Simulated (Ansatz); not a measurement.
Input file:

```yaml
crystal:
  periodic: [false, false, false]
  atoms:
    - {symbol: H, position_ang: [-2.097022, 0.000000, 0.000000]}
    - {symbol: H, position_ang: [-1.214022, 0.000000, 0.000000]}
    - {symbol: C, position_ang: [0.221978, 0.000000, 0.000000]}
    - {symbol: H, position_ang: [0.221978, -1.080023, 0.000000]}
    - {symbol: H, position_ang: [0.221978, 0.540011, 0.935327]}
    - {symbol: H, position_ang: [0.221978, 0.540012, -0.935327]}
basis:
  gaussian: {orbitals: cc-pVDZ}
magnetization: {spin_polarized: false, initial_magnetization: 1}
correlation: {method: fic_nevpt4_sd, electrons: outside_noble_gas, active_space: {window: {electrons: 9, orbitals: 9}, shells: [{species: C, l: s, shell: 2}, {species: C, l: p, shell: 2}, {species: H, l: s, shell: 1}]}}
```

```sh
$ ansatz run in.yaml --threads 1 --pin off --events-out ev --progress --plain --max-ram 2393MiB
```

Log:

```
709 factors; integrals over basis functions are off by at most 1.9e-7 eV
mean field evaluation 1: about -1105.1091 eV, gradient 1.5e1 eV
mean field evaluation 2: about -1105.1092 eV, gradient 1.5e1 eV
mean field evaluation 4: about -1105.9192 eV, gradient 1.9e0 eV
mean field evaluation 8: about -1105.9523 eV, gradient 2.4e-3 eV
mean field -1105.95228924 eV, -40.6429969881 hartree, gradient 1.4e-6 eV, S^2 0.750000; 0 other end points of the search recorded, 0 dependent functions left out
reference -1105.95228924 eV, -40.6429969881 hartree; 6, 5 occupied and 33, 34 virtual orbitals, 709 factors
state -1108.37813969 eV, -40.7321453480 hartree
state -1108.37813969 eV, -40.7321453480 hartree; corrected -1111.59788123 eV, -40.8504686671 hartree
Total energy: -1111.59788123 eV, -40.8504686671 hartree
Checks for a lower state left out: starts, orbital_swaps
```

Natural occupations: 1.9824 1.9780 1.9780 1.9651 0.9997 0.0356 0.0225 0.0193 0.0193.

For the same geometry and basis UCCSDT(Q) lies 84.9 meV lower.

Ran on 1 thread of Intel Xeon 6975P-C, shared host: 2.8 s wall, 0.36 GiB peak host memory.
